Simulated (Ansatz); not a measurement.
This geometry of H2O2 (4 atoms, charge 0, multiplicity 1) is a first-order saddle point.

The calculation used RKS PBE-D4/def2-SVP (Ansatz).

```xyz
4
Properties=species:S:1:pos:R:3
O -0.289 -0.657 -0.154
O 0.296 0.655 0.150
H -0.025 -1.116 0.667
H 0.017 1.118 -0.663
```

Q: Which two structures does it join? (They come from a converged band through this point; their orientation in space is the band's.)

A: No bond is made or broken. The dihedral H3–O1–O2–H4 goes from 119 to -119°. The two ends are copies of one structure, up to a mirror image or an exchange of like atoms.

Image 0:

```xyz
4
Properties=species:S:1:pos:R:3
O -0.485 -0.595 0.007
O 0.074 0.733 0.216
H 0.176 -1.130 0.493
H 0.234 0.992 -0.716
```

Image 10:

```xyz
4
Properties=species:S:1:pos:R:3
O -0.073 -0.733 -0.216
O 0.485 0.595 -0.007
H -0.235 -0.992 0.716
H -0.177 1.130 -0.493
```

Q: How far does it lie above each of them?

A: 0.6 kcal/mol above the first and 0.6 kcal/mol above the second. This is the barrier of this one path; another mechanism may lie lower.

Run time: 40 s on 1 thread of Arm Neoverse N1, with other jobs on the host, peak memory 0.082 GiB.
